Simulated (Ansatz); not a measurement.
**BClF radical (SMILES F[B]Cl): functionals against CCSD(T) at one geometry**

The task here is to estimate one member of a computed series from the others.

Program: Ansatz 0.2.0, Gaussian basis. Level of theory: single points in def2-TZVPP. These are calculated values, not measurements.

Correlated methods freeze the cores. Orbitals are unrestricted.

## The system as given

SMILES `F[B]Cl`, 3 atoms, charge 0, spin multiplicity 2.

Atoms are counted from 1 here; the program's logs count them from 0.

Bond lengths: F1–B2 1.298 Å, B2–Cl3 1.765 Å. Angles: F1–B2–Cl3 110.1°.

As a file:

```xyz
3
BClF
F     0.39440    0.96600    0.62520
B    -0.41470    0.31720   -0.15460
Cl   -0.02160   -1.40300   -0.14190
```

The first run:

run/in.yaml

```yaml
crystal:
  periodic: [false, false, false]
  atoms:
    - {symbol: F, position_ang: [0.394400, 0.966000, 0.625200]}
    - {symbol: B, position_ang: [-0.414700, 0.317200, -0.154600]}
    - {symbol: Cl, position_ang: [-0.021600, -1.403000, -0.141900]}
basis:
  gaussian: {orbitals: def2-TZVPP}
magnetization: {spin_polarized: true, initial_magnetization: 1}
correlation: {method: ccsd_t}
scf: {omitted_lower_state_checks: [cluster_reference]}
output: {forces: true}
```

The command line of these runs was not kept.

Steps of the session up to this table: CCSD(T)/def2-TZVPP; PBE0-D4/def2-TZVPP; wB97M-V/def2-TZVPP; r2SCAN-D4/def2-TZVPP; PBE-D4/def2-TZVPP; HSE06-D4/def2-TZVPP; SPW92/def2-TZVPP.

One table of the session follows, with a row left open; its other results are not shown here.

| method | RMS force component (eV/Å) | angle to CCSD(T) forces (°) | dipole (D) |
| --- | --- | --- | --- |
| CCSD(T) | 0.728 | reference | 0.43 |
| PBE0-D4 | 0.706 | 11.2 | 0.43 |
| wB97M-V | 0.679 | 4.5 | 0.42 |
| r2SCAN-D4 | ? | ? | ? |
| PBE-D4 | 0.735 | 13.7 | 0.27 |
| HSE06-D4 | 0.705 | 11.2 | 0.43 |
| SPW92 | 0.688 | 17.0 | 0.22 |

**Question.** Estimate the row for r2SCAN-D4.

As computed: RMS force component (eV/Å): 0.696; angle to CCSD(T) forces (°): 0.9; dipole (D): 0.42. In the column «RMS force component (eV/Å)» it lies between SPW92 (0.688) and HSE06-D4 (0.705).
